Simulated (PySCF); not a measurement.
Structure with atom numbers: `[CH2:1]=[CH:2][C:3](=[O:4])[O:5][CH3:6]`; H(Xn) means a hydrogen on atom n. Ha(C1) is cis to C3; Hb(C1) is trans to C3.

GIAO shifts from PySCF 2.14 on PBE0-D3(BJ)/def2-SVP geometries (one conformer, non-relativistic, equivalent nuclei averaged), against TMS at the same level and in the same medium; PCM means IEF-PCM chloroform.

Measured (solution, not stated per compound (mostly CDCl3 or CCl4); Pretsch, Buehlmann, Badertscher, Structure Determination of Organic Compounds, 4th ed. (2009)): H(C2) 6.12, Hb(C1) 5.83, Ha(C1) 6.41 ppm.

Question: Which unscaled values do PBE0/pcSseg-1, gas; PBE0/pcSseg-1, PCM; WP04/pcSseg-1, PCM; wB97X-D/pcSseg-1, PCM give, and how close are they?

Answer: 
| atoms | measured | PBE0/pcSseg-1, gas | PBE0/pcSseg-1, PCM | WP04/pcSseg-1, PCM | wB97X-D/pcSseg-1, PCM |
| --- | --- | --- | --- | --- | --- |
| H(C2) | 6.12 | 6.17 | 6.31 | 6.03 | 6.28 |
| Hb(C1) | 5.83 | 6.12 | 6.40 | 6.09 | 6.44 |
| Ha(C1) | 6.41 | 6.95 | 7.02 | 6.70 | 7.04 |

Mean absolute error for ¹H: PBE0/pcSseg-1, gas 0.29, PBE0/pcSseg-1, PCM 0.46, WP04/pcSseg-1, PCM 0.21, wB97X-D/pcSseg-1, PCM 0.47 ppm.
